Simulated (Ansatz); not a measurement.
# Mg2H (doublet): the correlation ladder, def2-QZVPP

An exercise on one series of results from a longer session: the logs are not shown, and one member is left open.

Program: Ansatz 0.2.0, Gaussian basis. Level of theory: def2-QZVPP, core rule «outside noble gas», up to 10 orbitals frozen. These are calculated values, not measurements.

To be run: UHF; ROHF; CCSD(T) on UHF.

2 further runs of the same task are left out: 2 set aside as unsound or not needed.

**What is computed**

The geometry is a PBE0/def2-TZVP stationary point (not a proven minimum).

3 atoms, charge 0, spin multiplicity 2.

Atoms are counted from 1 here; the program's logs count them from 0.

Bond lengths: Mg1–H3 1.736 Å.

The first run:

Contents of in.yaml:

```yaml
crystal:
  periodic: [false, false, false]
  atoms:
    - {symbol: Mg, position_ang: [0.000000, 0.000000, 0.437459]}
    - {symbol: Mg, position_ang: [0.000000, 0.000000, -2.610772]}
    - {symbol: H, position_ang: [0.000000, 0.000000, 2.173313]}
basis:
  gaussian: {orbitals: "def2-QZVPP.json"}
magnetization: {spin_polarized: true, initial_magnetization: 1}
hamiltonian: {xc: hf}
output: {orbitals: {seedname: orbitals}}
```

The run is started by

```
ansatz run in.yaml --threads 1 --pin off --events-out ev --progress --plain --max-ram 2393MiB
```

Steps of the session up to this table: UHF; ROHF; CCSD(T) on UHF.

One table of the session follows, with a row left open; its other results are not shown here.

| method | from UCCSD(T) (kJ/mol) |
| --- | --- |
| ROHF | +226.8 |
| UHF | +217.7 |
| UMP2 | +58.3 |
| UCCSD | ? |
| UCCSD(T) | 0 |

Estimate the missing values for UCCSD.

The run gave: from UCCSD(T) (kJ/mol): +4.6. In the column «from UCCSD(T) (kJ/mol)» it lies between UCCSD(T) (0) and UMP2 (+58.3).
